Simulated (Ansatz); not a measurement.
Reaction (SMILES): N (NH3) → 3 H atom + N atom
B3LYP-D3(BJ)/def2-TZVP geometries, fixed; electronic energies without zero-point terms.

Basis-set convergence of the atomisation energy at MP2 with Ansatz (a first-principles code). Cartesian d functions, on some or all atoms, in 6-31G*, 6-31+G*, 6-31G**; all else is spherical. Cores are frozen. Open shells are unrestricted. No added dispersion term, no relativity. Functions are those of the species that has most. Reference: Hartree-Fock in aug-cc-pVQZ plus the correlation part extrapolated as X^-3 from aug-cc-pVTZ and aug-cc-pVQZ, 297.53 kcal/mol, itself unsure by roughly 1.11 kcal/mol (a third of the extrapolation step and of the last Hartree-Fock step). Deviations are taken from unrounded values.

```
basis              functions  atomisation energy (kcal/mol)  minus reference (kcal/mol)
-----------------  ---------  -----------------------------  --------------------------
STO-3G                     8                         239.80                      -57.72
3-21G                     15                         227.27                      -70.25
6-31G                     15                         232.75                      -64.77
6-31G*                    21                         252.53                      -45.00
6-31+G*                   25                         256.80                      -40.73
6-31G**                   30                         270.71                      -26.82
6-311G**                  36                         272.46                      -25.06
6-311+G**                 40                         275.67                      -21.85
6-311++G(2d,2p)           57                         281.86                      -15.67
6-311++G(3df,3pd)         93                         290.52                       -7.01
```

Of the sets listed that have larger relatives (same family, alike in diffuse functions), none stays within 4 kcal/mol of the reference together with them.
